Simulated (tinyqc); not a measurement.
Inside a calculation. Method: Hueckel theory of the pi electrons with the omega technique, for the molecule C=CC(Cl)=CF (SMILES; centres numbered as the heavy atoms are written). Computed by tinyqc, a small Python program that keeps every step. Settings: charge = 0, omega = 0.6, damping = 0.5. Command: `OMP_NUM_THREADS=1 python tinyqc.py 24546 24547 out.jsonl` (the two numbers bound the seeds that draw the settings). One thread of a shared host (Intel(R) Xeon(R) Processor @ 2.60GHz), about 0.01 s of CPU time with the checks.

## The Hueckel matrix

Centres:
```
centre,"z_r, pi electrons of the neutral centre",h
1C,1,0.000000
2C,1,0.000000
3C,1,0.000000
4Cl,2,2.000000
5C,1,0.000000
6F,2,3.000000
```

Bonds:
```
i,j,k
1,2,1
2,3,1
3,4,0.400000
3,5,1
5,6,0.700000
```

H_rr = alpha + h_r beta, H_rs = k_rs beta for bonded centres.

Hueckel matrix in units of beta (H = alpha + beta A), lower triangle:
```
,1C,2C,3C,4Cl,5C,6F
1C,0.000000
2C,1.000000,0.000000
3C,0.000000,1.000000,0.000000
4Cl,0.000000,0.000000,0.400000,2.000000
5C,0.000000,0.000000,1.000000,0.000000,0.000000
6F,0.000000,0.000000,0.000000,0.000000,0.700000,3.000000
```

## Orbitals, round 1

pi electrons, sum of z_r less the charge = 8

Diagonalise; E = alpha + x beta with beta < 0, so the largest x are filled first; degenerate levels share their electrons. P = sum n_i c_ri c_si; each orbital has its largest coefficient positive (the first on a tie).

x values: 3.174817  2.136974  1.482475  0.529469  -0.674050  -1.649686

occupations: 2.000000  2.000000  2.000000  2.000000  0.000000  0.000000

coefficients:
```
,MO1,MO2,MO3,MO4,MO5,MO6
1C,0.009874,0.087823,0.407466,0.587949,0.596104,0.353747
2C,0.031349,0.187675,0.604058,0.311301,-0.401804,-0.583571
3C,0.089654,0.313234,0.488035,-0.423125,-0.325268,0.608962
4Cl,0.030525,0.914721,-0.377206,0.115095,0.048656,-0.066741
5C,0.241077,0.115809,0.270324,-0.581370,0.601589,-0.394328
6F,0.965314,-0.093933,-0.124694,0.164725,-0.114618,0.059365
```

charge and bond-order matrix P, lower triangle:
```
,1C,2C,3C,4Cl,5C,6F
1C,1.039046
2C,0.891907,0.995997
3C,-0.043049,0.449357,1.046732
4Cl,-0.010788,-0.038797,0.112938,1.986356
5C,-0.438235,0.023205,0.871617,-0.111177,0.965192
6F,0.094648,-0.022820,-0.146866,0.019078,0.184725,1.966677
```

## Omega technique, round 1

h_r = h_r(0) + omega q_r, omega = 0.6, with q_r = z_r - P_rr; 0.5 of the old diagonal is kept.

matrix after round 1, lower triangle:
```
,1C,2C,3C,4Cl,5C,6F
1C,-0.011714
2C,1.000000,0.001201
3C,0.000000,1.000000,-0.014020
4Cl,0.000000,0.000000,0.400000,2.004093
5C,0.000000,0.000000,1.000000,0.000000,0.010442
6F,0.000000,0.000000,0.000000,0.000000,0.700000,3.009997
```

## Orbitals, round 2

As before.

x values: 3.184633  2.139226  1.479133  0.526966  -0.675662  -1.654295

occupations: 2.000000  2.000000  2.000000  2.000000  0.000000  0.000000

coefficients:
```
,MO1,MO2,MO3,MO4,MO5,MO6
1C,0.009670,0.086067,0.406267,-0.584212,0.600057,0.355069
2C,0.030909,0.185126,0.605682,-0.314703,-0.398407,-0.583229
3C,0.088726,0.309736,0.488889,0.418752,-0.330390,0.610465
4Cl,0.030063,0.916833,-0.372515,-0.113396,0.049316,-0.066747
5C,0.240869,0.115079,0.273310,0.586600,0.597281,-0.391403
6F,0.965483,-0.092511,-0.124973,-0.165370,-0.113439,0.058740
```

charge and bond-order matrix P, lower triangle:
```
,1C,2C,3C,4Cl,5C,6F
1C,1.027715
2C,0.892308,1.002230
3C,-0.037008,0.448823,1.036349
4Cl,-0.011786,-0.038561,0.114081,1.986225
5C,-0.438856,0.019367,0.872547,-0.111161,0.980118
6F,0.094426,-0.021871,-0.146676,0.019030,0.181492,1.967362
```

## Omega technique, round 2

As before.

matrix after round 2, lower triangle:
```
,1C,2C,3C,4Cl,5C,6F
1C,-0.014171
2C,1.000000,-0.000069
3C,0.000000,1.000000,-0.017915
4Cl,0.000000,0.000000,0.400000,2.006179
5C,0.000000,0.000000,1.000000,0.000000,0.011186
6F,0.000000,0.000000,0.000000,0.000000,0.700000,3.014790
```

## Convergence

Each round sets h_r = h_r(0) + omega (z_r - P_rr), keeping the share named as damping of the old diagonal; repeat until output and input diagonals agree to 1e-6.

Rounds:
```
round,sum n x,largest |h(out) - h(in)|
1,14.647471,2.80e-02
2,14.659915,9.59e-03
3,14.666388,4.68e-03
4,14.669620,2.30e-03
5,14.671222,1.13e-03
6,14.672015,5.59e-04
7,14.672407,2.76e-04
8,14.672600,1.36e-04
9,14.672696,6.71e-05
10,14.672743,3.31e-05
11,14.672766,1.63e-05
12,14.672778,8.05e-06
13,14.672784,3.97e-06
14,14.672786,1.96e-06
15,14.672788,9.67e-07
```

Converged in 15 rounds.

## Energy, charges, bond orders

final x values: 3.193328  2.142079  1.476587  0.524400  -0.678254  -1.658140

occupations: 2.000000  2.000000  2.000000  2.000000  0.000000  0.000000

final P, lower triangle:
```
,1C,2C,3C,4Cl,5C,6F
1C,1.026112
2C,0.892367,1.002904
3C,-0.035634,0.448738,1.033799
4Cl,-0.011959,-0.038457,0.114155,1.986244
5C,-0.439010,0.018961,0.872805,-0.110954,0.983273
6F,0.094114,-0.021665,-0.146295,0.018939,0.180364,1.967668
```

E = sum n x; q_r = z_r - P_rr; bond order p = P_rs; free valence = sqrt(3) - sum of p over the bonds of the atom.

pi energy = 8 alpha + this times beta = 14.672788

pi charges: 1C -0.026112, 2C -0.002904, 3C -0.033799, 4Cl 0.013756, 5C 0.016727, 6F 0.032332

Bond orders and lengths from R = 1.517 - 0.180 p (angstrom, C-C alone):
```
bond,p,R
1-2,0.892367,1.356374
2-3,0.448738,1.436227
3-4,0.114155,-
3-5,0.872805,1.359895
5-6,0.180364,-
```

free valence of the carbons: 1C 0.839684, 2C 0.390947, 3C 0.296353, 5C 0.678881

gap between the highest filled and the next level = 1.202654 |beta|
